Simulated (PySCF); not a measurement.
**Magnesium: a sound run and one with changed settings**

Sound run: Mg [Ne] 3s2, Mg+ [Ne] 3s1. Calculation: PySCF 2.14, in def2-SVP (4s3p1d, 18 functions); no relativity, point nucleus. In the sound run the correlated levels freeze [Ne]. The sound run starts from symmetry-adapted Hartree-Fock orbitals and uses a fine grid where one is needed.

Changed run: scalar relativity by spin-free X2C-1e. This setting is unsound on purpose.

| species | method | sound run (hartree) | changed run (hartree) | converged |
| --- | --- | --- | --- | --- |
| Mg | UHF | -199.53481 | -199.81571 | yes |
| Mg | MN15 | -199.88504 | -200.16565 | yes |
| Mg | BP86 | -200.01127 | -200.29196 | yes |
| Mg | MP2 | -199.55492 | -199.83582 | yes |
| Mg | CCSD(T) | -199.56676 | -199.84765 | yes |
| Mg+ | UHF | -199.29272 | -199.57319 | yes |
| Mg+ | MN15 | -199.60677 | -199.88690 | yes |
| Mg+ | BP86 | -199.72707 | -200.00725 | yes |

Ionisation energy of Mg:

```json
{"method": "UHF", "sound run (eV)": "6.588", "changed run (eV)": "6.599"}
{"method": "MN15", "sound run (eV)": "7.572", "changed run (eV)": "7.585"}
{"method": "BP86", "sound run (eV)": "7.734", "changed run (eV)": "7.747"}
{"method": "MP2", "sound run (eV)": "7.135", "changed run (eV)": "7.147"}
{"method": "SCS-MP2", "sound run (eV)": "7.244", "changed run (eV)": "7.256"}
{"method": "CCSD", "sound run (eV)": "7.457", "changed run (eV)": "7.468"}
{"method": "CCSD(T)", "sound run (eV)": "7.457", "changed run (eV)": "7.468"}
{"method": "CCSDT", "sound run (eV)": "7.457", "changed run (eV)": "7.468"}
{"method": "FCI", "sound run (eV)": "7.457", "changed run (eV)": "7.468"}
```

Most of the change in total energy is the relativistic energy itself. On top of that the contraction fixes the core shape for the Hamiltonian it was made with, so the changed run is not a good calculation with the other Hamiltonian either.

For comparison, NIST gives 7.646 eV between the lowest levels.
